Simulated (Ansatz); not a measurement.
Process, species as SMILES: O=C=S + 4 [H][H] (H2) → C (CH4) + O (H2O) + S (H2S)
B3LYP-D3(BJ)/def2-TZVP geometries, fixed; electronic energies without zero-point terms.

Basis-set convergence of the energy of full hydrogenation at PBE with Ansatz (an electronic-structure program). Cartesian d functions, on some or all atoms, in 6-31G*, 6-31+G*, 6-311G**, 6-311+G**; all else is spherical. The program fits the integrals of some runs and decomposes those of others, by size. No added dispersion term, no relativity. Functions are those of the species that has most. Reference: the value in pcseg-4, -58.64 kcal/mol, itself unsure by roughly 0.25 kcal/mol (its mean distance from aug-pcseg-3, aug-cc-pV(Q+d)Z, cc-pV(5+d)Z). Deviations are taken from unrounded values.

```tsv
basis	functions	energy of full hydrogenation (kcal/mol)
def2-SVP	46	-52.06
def2-SVPD	70	-68.21
pcseg-1	46	-54.25
aug-pcseg-1	73	-60.79
6-31G*	49	-43.96
6-31+G*	61	-52.18
cc-pV(D+d)Z	51	-50.85
aug-cc-pV(D+d)Z	78	-65.66
6-311G**	63	-53.56
6-311+G**	75	-58.66
pcseg-2	94	-57.95
aug-pcseg-2	142	-59.26
cc-pV(T+d)Z	99	-55.09
aug-cc-pV(T+d)Z	147	-59.32
def2-TZVP	99	-53.33
def2-TZVPD	123	-56.76
def2-TZVPP	104	-56.57
def2-TZVPPD	128	-59.09
cc-pV(Q+d)Z	175	-56.84
aug-cc-pV(Q+d)Z	264	-58.85
def2-QZVPP	184	-57.95
def2-QZVPPD	208	-58.71
pcseg-3	192	-58.60
aug-pcseg-3	281	-58.71
```

What the diffuse functions change, pair by pair:
- def2-SVP to def2-SVPD: 24 more functions, deviation 6.57 to -9.57 kcal/mol
- pcseg-1 to aug-pcseg-1: 27 more functions, deviation 4.38 to -2.16 kcal/mol
- 6-31G* to 6-31+G*: 12 more functions, deviation 14.68 to 6.45 kcal/mol
- cc-pV(D+d)Z to aug-cc-pV(D+d)Z: 27 more functions, deviation 7.79 to -7.02 kcal/mol
- 6-311G** to 6-311+G**: 12 more functions, deviation 5.07 to -0.02 kcal/mol
- pcseg-2 to aug-pcseg-2: 48 more functions, deviation 0.68 to -0.62 kcal/mol
- cc-pV(T+d)Z to aug-cc-pV(T+d)Z: 48 more functions, deviation 3.54 to -0.68 kcal/mol
- def2-TZVP to def2-TZVPD: 24 more functions, deviation 5.30 to 1.88 kcal/mol
- def2-TZVPP to def2-TZVPPD: 24 more functions, deviation 2.07 to -0.45 kcal/mol
- cc-pV(Q+d)Z to aug-cc-pV(Q+d)Z: 89 more functions, deviation 1.79 to -0.21 kcal/mol
- def2-QZVPP to def2-QZVPPD: 24 more functions, deviation 0.68 to -0.08 kcal/mol
- pcseg-3 to aug-pcseg-3: 89 more functions, deviation 0.03 to -0.07 kcal/mol

They bring the value nearer the reference by more than 0.25 kcal/mol in 9 of 12 pairs.
